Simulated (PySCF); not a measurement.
Species: C2H4F2S.
Numbering: `[F:1][CH2:2][S:3][CH2:4][F:5]` (hydrogens: H6, H7 on C2; H8, H9 on C4)

The same species was optimised twice, with GFN2-xTB and with PBE0-D3(BJ)/def2-SVP (PySCF), and the same property calculations (PySCF, gas phase) were run on both structures.

```tsv
coordinate	GFN2-xTB	PBE0-D3(BJ)/def2-SVP	change
C2–S3 (Å)	1.817	1.799	-0.018
S3–C4 (Å)	1.816	1.799	-0.017
C4–H8 (Å)	1.091	1.101	+0.010
C2–H6 (Å)	1.091	1.101	+0.010
C4–H9 (Å)	1.093	1.102	+0.009
C2–H7 (Å)	1.093	1.101	+0.008
C4–F5 (Å)	1.361	1.365	+0.004
F1–C2 (Å)	1.361	1.364	+0.003
H8–C4–H9 (°)	111.9	109.8	-2.1
H6–C2–H7 (°)	111.9	109.9	-2.0
F1–C2–H6 (°)	108.5	109.9	+1.4
F5–C4–H8 (°)	108.5	109.9	+1.4
S3–C4–F5 (°)	111.3	112.7	+1.4
F1–C2–S3 (°)	111.3	112.7	+1.4
S3–C4–H8 (°)	107.5	106.4	-1.1
S3–C2–H6 (°)	107.5	106.4	-1.1
F1–C2–S3–C4 (°)	70	71	+1
C2–S3–C4–F5 (°)	70	72	+2
```

Rotational constants: A = 6076, B = 2606, C = 2154 MHz (GFN2-xTB) against A = 6216, B = 2551, C = 2126 MHz (PBE0-D3(BJ)/def2-SVP). Point groups within 0.08 Å: C2 and C2.

On the GFN2-xTB structure: lowest singlet, TDDFT (eV) 5.91 [B3LYP/def2-SVPD]; lowest triplet, Tamm–Dancoff (eV) 5.45 [B3LYP/def2-SVPD]; isotropic polarisability (au) 49.8 [B3LYP/def2-SVPD]; HOMO (eV) -7.34 [B3LYP/def2-SVPD]; LUMO (eV) -0.12 [B3LYP/def2-SVPD]; dipole (D) 0.18 [B3LYP/def2-SVPD]; F1s of F1 (eV) 692.84 [delta-SCF UKS SCAN, pcX-2 on the ionised atom, pcseg-1 elsewhere, spin-free X2C]; C1s of C2 (eV) 293.89 [delta-SCF UKS SCAN, pcX-2 on the ionised atom, pcseg-1 elsewhere, spin-free X2C]; S1s of S3 (eV) 2477.61 [delta-SCF UKS SCAN, pcX-2 on the ionised atom, pcseg-1 elsewhere, spin-free X2C]; S2p of S3 (eV) 170.24 [delta-SCF UKS SCAN, pcX-2 on the ionised atom, pcseg-1 elsewhere, spin-free X2C].

**Question.** What do these properties become on the PBE0-D3(BJ)/def2-SVP structure?

**Answer.** 
```csv
property,level,on GFN2-xTB,on PBE0-D3(BJ)/def2-SVP,change
"lowest singlet, TDDFT (eV)",B3LYP/def2-SVPD,5.91,6.01,+0.10
"lowest triplet, Tamm–Dancoff (eV)",B3LYP/def2-SVPD,5.45,5.56,+0.11
isotropic polarisability (au),B3LYP/def2-SVPD,49.8,49.8,0.0
HOMO (eV),B3LYP/def2-SVPD,-7.34,-7.41,-0.07
LUMO (eV),B3LYP/def2-SVPD,-0.12,-0.09,+0.03
dipole (D),B3LYP/def2-SVPD,0.18,0.23,+0.05
"energy, GFN2-xTB geometry as zero (kcal/mol)",B3LYP/def2-SVPD,0.0,-0.2,-0.2
F1s of F1 (eV),"delta-SCF UKS SCAN, pcX-2 on the ionised atom, pcseg-1 elsewhere, spin-free X2C",692.84,692.85,+0.01
C1s of C2 (eV),"delta-SCF UKS SCAN, pcX-2 on the ionised atom, pcseg-1 elsewhere, spin-free X2C",293.89,293.92,+0.03
S1s of S3 (eV),"delta-SCF UKS SCAN, pcX-2 on the ionised atom, pcseg-1 elsewhere, spin-free X2C",2477.61,2477.68,+0.07
S2p of S3 (eV),"delta-SCF UKS SCAN, pcX-2 on the ionised atom, pcseg-1 elsewhere, spin-free X2C",170.24,170.31,+0.07
```

The heavy atoms differ by 0.026 Å rms after alignment. Among all bonds C2–S3 and S3–C4 change most and about equally (-0.018 to -0.017 Å). Changes are differences of the printed values. Neither structure is proved a minimum here.

The values belong to the conformer `[F:1][CH2:2][S:3][CH2:4][F:5]`: F1–C2–S3–C4 71°, C2–S3–C4–F5 72°.
